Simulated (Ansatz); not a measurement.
`S[SiH2]Cl` → H₂S + `[SiH]Cl` at 600 K and 1 bar (silylene formation by 1,1-elimination).

Gas-phase electronic energies from Ansatz, PBE0-D4/def2-TZVP geometries. CCSD(T)/CBS adds triple-zeta CCSD(T) − MP2 to the extrapolated MP2 energy (def2 sets, frozen cores). This one scheme is used for every species. Each species was taken in one conformer, which may not be the lowest.

| species | CCSD(T)/CBS energy (Eh) | H − E (kJ/mol) | S (J/(mol·K)) |
| --- | --- | --- | --- |
| `S[SiH2]Cl` | -1148.50980 | 116.7 | 365.2 |
| H₂S | -398.97279 | 60.8 | 230.9 |
| `[SiH]Cl` | -749.43948 | 44.3 | 282.6 |

H − E and S are ideal-gas, rigid-rotor, harmonic terms from PBE0-D4/def2-TZVP, for one conformer and one mirror image of each species. 1 Eh = 2625.50 kJ/mol, R = 8.31446 J/(mol·K).

**Question.** By hand: ΔE, ΔH, ΔS and ΔG.

**Answer.** ΔE = (-398.97279) + (-749.43948) − (-1148.50980) = 0.09753 Eh = 256.1 kJ/mol. Δ(H − E) = 60.8 + 44.3 − 116.7 = -11.6, so ΔH = 244.5 kJ/mol. ΔS = 230.9 + 282.6 − 365.2 = 148.3 J/(mol·K). ΔG = 244.5 − 600 × (148.3)/1000 = 155.5 kJ/mol.

**Question.** By hand: the equilibrium constant, and the temperature at which ΔG would vanish if ΔH and ΔS stayed fixed.

**Answer.** log₁₀ K = −ΔG/(RT ln 10) = -13.5. ΔG = 0 at ΔH/ΔS = 1649 K.

The number of gas molecules changes by +1, which sets the sign of ΔS. A doubt of 5 kJ/mol in ΔE shifts log₁₀ K by 0.4 here. Other conformers and mirror images would add mixing entropy, several J/(mol·K) or more a flexible species. These are equilibria of isolated gas molecules and say nothing of rates. Largest T1 diagnostic: 0.013 (customary marks: 0.02 for closed shells, 0.045 for open ones).
